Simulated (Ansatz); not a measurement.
```yaml
crystal:
  periodic: [true, true, true]
  atoms:
    - {symbol: F, position_ang: [2.239489, 0.559888, -0.646798]}
    - {symbol: C, position_ang: [1.064587, 0.129286, -0.241707]}
    - {symbol: C, position_ang: [0.651217, -0.908943, 0.476149]}
    - {symbol: C, position_ang: [-0.795797, -0.472441, 0.367724]}
    - {symbol: C, position_ang: [-0.280980, 0.689855, -0.529846]}
    - {symbol: Cl, position_ang: [-0.600901, 2.339358, 0.051292]}
    - {symbol: H, position_ang: [1.134951, -1.758225, 0.936599]}
    - {symbol: H, position_ang: [-1.247388, -0.115582, 1.293941]}
    - {symbol: H, position_ang: [-1.475455, -1.164205, -0.135660]}
    - {symbol: H, position_ang: [-0.606724, 0.649708, -1.568794]}
basis:
  gaussian: {orbitals: "6-31++G**"}
hamiltonian: {xc: {name: r2SCANh}}
```

```sh
$ ansatz run in.yaml --threads 4 --pin off --events-out ev --progress --plain --max-ram 10444MiB
```

It prints (some lines left out):

```
Error: YAML parse error: error: line 2 column 3: crystal: missing field `lattice` (a structure is typed as `lattice` and `atoms`, a molecule's as `atoms` in Å alone, or read from a run's directory, `checkpoint`)
 --> <input>:2:3
1 | crystal:
2 |   periodic: [true, true, true]
3 |   atoms:
4 |     - {symbol: F, position_ang: [2.239489, 0.559888, -0.646798]}
```

(1) What is wrong with this run?

Results:

(1) The molecule is marked periodic without a cell. The program refused the input.
